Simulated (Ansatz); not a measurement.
## Relaxing Cs₃Ru

The calculation used DFT PBE, scalar-relativistic, plane waves, PAW (Ansatz 0.2.0). Cutoff 420 eV, Γ-centred k mesh, Gaussian smearing, no spin polarisation in the final step.

Cs₃Ru was placed on the Cu3Au (L1_2) structure type (Pm-3m, No. 221), with Ru in place of Au, Cs in place of Cu, at a guessed volume.

```
CELL_PARAMETERS angstrom
5.26513 0.00000 0.00000
0.00000 5.26513 0.00000
0.00000 0.00000 5.26513
ATOMIC_POSITIONS crystal
Cs 0.00000 0.50000 0.50000
Cs 0.50000 0.00000 0.50000
Cs 0.50000 0.50000 0.00000
Ru 0.00000 0.00000 0.00000
```

Cell and atoms relax at zero pressure; the relaxation can't lower the symmetry of the start.

Formation energies are uncorrected and refer to the elements' standard structures at the same level.

Question: What does it relax into?

Answer: It keeps Pm-3m (No. 221). The result has the Cu3Au (L1_2) structure. Conventional cell: a = 5.657 Å. Cs is coordinated by 4 Ru at 4.00 Å and 8 Cs at 4.00 Å; around Ru lie 12 Cs at 4.00 Å.

```
Cs Ru
1.0
     5.65673    0.00000    0.00000
     0.00000    5.65673    0.00000
     0.00000    0.00000    5.65673
Cs Ru
3 1
Direct
  0.00000 0.50000 0.50000
  0.50000 0.00000 0.50000
  0.50000 0.50000 0.00000
  0.00000 0.00000 0.00000
```

Question: What are its volume, energy, density and gap?

Answer: The volume per atom is 45.25 Å³, the density is 4.58 g/cm³ and the energy over the elements is 1.27 eV/atom. The gap on the 8×8×8 mesh is 0 eV (a metal).

The final run used a 8×8×8 mesh on its 4-atom cell and 0.10 eV smearing. For metals, differences of a few meV/atom aren't resolved. A structure relaxed within its symmetry needn't be a true minimum. The steps took roughly 2.4 core-minutes in all.